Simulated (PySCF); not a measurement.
## Core-level binding energies of isoyanoacetylene

Species: isoyanoacetylene, C₃HN.
Structure used (GFN2-xTB), in Å, numbered top down from 1:
```xyz
5
C3HN angstrom
C      2.1941   -0.0726   -0.9631
N      1.1257   -0.0365   -0.4838
C     -0.0554    0.0032    0.0461
C     -1.1509    0.0395    0.5400
H     -2.1047    0.0693    0.9725
```

Method used: delta-SCF UKS SCAN, pcX-2 on the ionised atom, pcseg-1 elsewhere, spin-free X2C in PySCF 2.14.0. Each binding energy is the total energy of the core-ionised species, with the hole localised on one atom, minus that of the ground state; both are solved self-consistently, so orbital relaxation is included.

**Question.** What binding energy does each computed site have?

**Answer.** 
```tsv
atom(s)	bonded to	level	binding energy (eV)	above the level's lowest (eV)	count
C4	C (triple bond) and H	C 1s	291.49	0.00	1
C3	N and C (triple bond)	C 1s	293.17	+1.68	1
N2	C (triple bond) and C	N 1s	407.86	0.00	1
```

Lowest listed C 1s: C4, bonded to C (triple bond) and H. Highest, 1.68 eV above it: C3, bonded to N and C (triple bond).

**Question.** Which photon energy gives electrons from N 1s of N2 (atom 2) a kinetic energy of 50 eV, and what is their de Broglie wavelength?

**Answer.** hν = 407.86 + 50 = 457.86 eV, recoil neglected; λ = 12.264 Å/√(E/eV) = 1.73 Å.

The list is incomplete; no value stands for C 1s of C1 (hole states with ⟨S²⟩ of 1 or more are left out). Spin contamination (⟨S²⟩ against 0.75 for a pure doublet) is marked for C 1s of C3 (0.87), which makes this value less certain. Isolated species at its GFN2-xTB geometry, gas phase.
